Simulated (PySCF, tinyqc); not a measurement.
The basis set: RHF and MP2 along a ladder of basis sets, for BH, spin multiplicity 1. Computed by the program tinyqc with PySCF. Same geometry throughout; the dipole is taken about the origin.

Geometry (angstrom):

| atom | x | y | z |
|---|---|---|---|
| B | 0.0000 | 0.0000 | 0.0000 |
| H | 0.0000 | 0.0000 | 1.0660 |

RHF and frozen-core MP2 in a ladder of bases:

| basis | functions | E(RHF) (hartree) | E(MP2 corr) (hartree) | HOMO (eV) | LUMO (eV) | dipole (debye) |
|---|---|---|---|---|---|---|
| sto-3g | 6 | -24.738766 | -0.026085 | -6.6273 | 7.3216 | 1.2217 |
| 3-21g | 11 | -24.963265 | -0.035556 | -9.0561 | 2.0337 | 2.0207 |
| 6-31g | 11 | -25.095288 | -0.035605 | -8.8747 | 2.3207 | 1.9687 |
| cc-pvdz | 19 | -25.110247 | -0.059269 | -9.2298 | 1.6880 | 2.1165 |
| aug-cc-pvdz | 32 | -25.112122 | -0.061165 | -9.3284 | 0.7521 | 2.1953 |
| cc-pvtz | 44 | -25.117661 | -0.073099 | -9.3195 | 1.3986 | 2.1491 |

Estimate the missing row, basis = 6-31g**.

Computed row:
```
basis    functions  E(RHF) (hartree)  E(MP2 corr) (hartree)  HOMO (eV)  LUMO (eV)  dipole (debye)
6-31g**         19        -25.105866              -0.059670    -8.9915     2.3604          1.9193
```

From cc-pVDZ to cc-pVTZ the RHF energy falls by 7.4 mhartree and the correlation energy by 13.8. If valence correlation converges as X^-3, (27 E(T) - 8 E(D))/19 gives -0.0789 hartree, a rough estimate from such small X that usually falls short; STO-3G holds about 33 % of it. Beyond STO-3G the LUMO moves by 1.6 eV and the HOMO by 0.5 eV. The restricted reference is unstable here: a spin-polarised solution lies 0.0077 hartree lower (PySCF, cc-pVDZ), so results built on it describe a poor reference.
